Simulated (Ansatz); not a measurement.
How far each method lies from RCCSDTQ for C₂H₄, singlet

Geometry: MP2(full)/6-31G*, from the G2/97 set.

```xyz
6

C     0.0000    0.0000    0.6675
C     0.0000    0.0000   -0.6675
H     0.0000    0.9228    1.2377
H     0.0000   -0.9228    1.2377
H     0.0000    0.9228   -1.2377
H     0.0000   -0.9228   -1.2377
```

Basis 6-31G; Ansatz 0.2.0. Only valence electrons are correlated (noble-gas cores frozen), which leaves 12 electrons in 24 orbitals. R marks a restricted (for open shells ROHF) determinant, U an unrestricted one. Active spaces: valence = (12e, 12o) chosen from the atoms' valence shells.

Full CI isn't at hand for all of this; RCCSDTQ serves as the reference, and is uncertain by about the last step of the cluster series. The frozen core follows each run's orbitals, which can shift R against U totals by a few meV.

```
UHF ⟨S²⟩                          : 0.082
T1 diagnostic (RCCSD)             : 0.0096
largest doubles amplitude (RCCSD) : 0.164
```

```json
{"level": "RHF", "E − E(RCCSDTQ) (mEh)": "213.27", "share of correlation (%)": "0.00", "wall time": "–"}
{"level": "UHF", "E − E(RCCSDTQ) (mEh)": "213.05", "share of correlation (%)": "0.10", "wall time": "1 s"}
{"level": "RMP2", "E − E(RCCSDTQ) (mEh)": "33.33", "share of correlation (%)": "84.37", "wall time": "–"}
{"level": "CISD", "E − E(RCCSDTQ) (mEh)": "21.34", "share of correlation (%)": "90.00", "wall time": "1.6 s"}
{"level": "RCCSD", "E − E(RCCSDTQ) (mEh)": "5.91", "share of correlation (%)": "97.23", "wall time": "–"}
{"level": "RCCSD(T)", "E − E(RCCSDTQ) (mEh)": "0.67", "share of correlation (%)": "99.69", "wall time": "0.37 s"}
{"level": "BCCD(T)", "E − E(RCCSDTQ) (mEh)": "0.70", "share of correlation (%)": "99.67", "wall time": "0.37 s"}
{"level": "RCCSDT", "E − E(RCCSDTQ) (mEh)": "0.34", "share of correlation (%)": "99.84", "wall time": "–"}
{"level": "CISDTQ", "E − E(RCCSDTQ) (mEh)": "1.20", "share of correlation (%)": "99.44", "wall time": "25 s"}
{"level": "RCCSDT(Q)", "E − E(RCCSDTQ) (mEh)": "-0.03", "share of correlation (%)": "100.02", "wall time": "2.8 s"}
{"level": "CASSCF (valence space)", "E − E(RCCSDTQ) (mEh)": "63.12", "share of correlation (%)": "70.40", "wall time": "–"}
{"level": "NEVPT2 (valence space)", "E − E(RCCSDTQ) (mEh)": "13.51", "share of correlation (%)": "93.67", "wall time": "31 s (H100)"}
{"level": "MRCISD (valence space)", "E − E(RCCSDTQ) (mEh)": "2.15", "share of correlation (%)": "98.99", "wall time": "–"}
{"level": "MRCISD+Q (valence space)", "E − E(RCCSDTQ) (mEh)": "0.47", "share of correlation (%)": "99.78", "wall time": "12 s (H100)"}
```

The correlation energy at RCCSDTQ, counted from RHF, is -5.803 eV. That run took 11 s on 2 threads of AMD EPYC 7R13 with a shared H100 80 GB, shared host.

Times hold each run's SCF and search for its determinant on a shared host, so for small cases they say little of a method's own cost; rows without a card ran on 1 thread of AMD EPYC 7R13.

Natural occupations of CASSCF (valence space) about the gap: 1.979 1.978 1.975 1.975 1.920 0.082 0.024 0.023 0.023 0.019; effectively unpaired electrons, Σ n²(2−n)², 0.07.

Atomization energy (electronic, same basis, no zero-point term; atoms at the same level, unrestricted beside the R rows where the molecule is a closed shell, with restricted open-shell steps beyond CCSDT(Q)) at RCCSDTQ: 2083.8 kJ/mol. Errors of other levels:

| level | error (kJ/mol) |
| --- | --- |
| RHF | -363.3 |
| UHF | -362.7 |
| RMP2 | -13.7 |
| CISD | -52.6 |
| RCCSD | -13.0 |
| RCCSD(T) | -1.0 |
| BCCD(T) | -1.0 |
| RCCSDT | -0.9 |
| CISDTQ | -3.0 |
| RCCSDT(Q) | 0.1 |
| CASSCF (valence space) | -62.0 |
| NEVPT2 (valence space) | 3.8 |
| MRCISD (valence space) | -5.0 |
| MRCISD+Q (valence space) | -1.7 |

This basis is far from its limit, so the value isn't to be set against a measured one. Truncated CI isn't size-consistent, which counts against it in atomization.
